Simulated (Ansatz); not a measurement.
Input file:

```yaml
crystal:
  periodic: [false, false, false]
  atoms:
    - {symbol: C, position_ang: [0.000000, 0.000000, 0.000000]}
    - {symbol: Li, position_ang: [0.000000, 0.000000, 2.011200]}
basis:
  gaussian: {orbitals: pcseg-2}
magnetization: {spin_polarized: false, initial_magnetization: 3}
hamiltonian: {xc: {name: PBE}}
correlation: {method: ccsd, electrons: all}
```

```sh
$ ansatz run in.yaml --threads 1 --pin off --events-out ev --progress --plain --max-ram 2393MiB
```

Log:

```
336 factors; integrals over basis functions are off by at most 1.1e-3 eV
mean field evaluation 1: about -1231.6603 eV, gradient 2.2e1 eV
mean field evaluation 2: about -1231.6604 eV, gradient 2.2e1 eV
mean field evaluation 4: about -1233.4664 eV, gradient 9.8e0 eV
mean field evaluation 8: about -1234.2329 eV, gradient 7.0e-1 eV
mean field evaluation 16: about -1234.2376 eV, gradient 1.8e-4 eV
mean field evaluation 32: about -1219.8315 eV, gradient 1.2e1 eV
mean field -1234.23755917 eV, -45.3573937031 hartree, gradient 2.4e-6 eV, S^2 3.750000; 2 other end points of the search recorded, 0 dependent functions left out
mean field evaluation 64: about -1229.6641 eV, gradient 1.2e-1 eV
reference -1229.39701598 eV, -45.1795070220 hartree; 6, 3 occupied and 39, 42 virtual orbitals, 336 factors
second order -2.93587820 eV of doubles, -0.18067927 eV of singles
cycle   1  -3.43533788 eV  change   -3.2e-1 eV  update   4.0e-2
cycle   2  -3.52339292 eV  change   -8.8e-2 eV  update   1.5e-2
cycle   3  -3.54265300 eV  change   -1.9e-2 eV  update   5.5e-3
cycle   4  -3.54338786 eV  change   -7.3e-4 eV  update   2.9e-3
cycle   5  -3.54378093 eV  change   -3.9e-4 eV  update   1.1e-3
cycle   6  -3.54381597 eV  change   -3.5e-5 eV  update   4.3e-4
cycle   7  -3.54384821 eV  change   -3.2e-5 eV  update   1.9e-4
cycle   8  -3.54384010 eV  change    8.1e-6 eV  update   6.8e-5
cycle   9  -3.54382945 eV  change    1.1e-5 eV  update   2.7e-5
cycle  10  -3.54383438 eV  change   -4.9e-6 eV  update   7.4e-6
Total energy: -1232.94085036 eV, -45.3097405335 hartree
```

Ran on 1 thread of Arm Neoverse V2, shared host: 1.6 s wall, 0.11 GiB peak host memory.
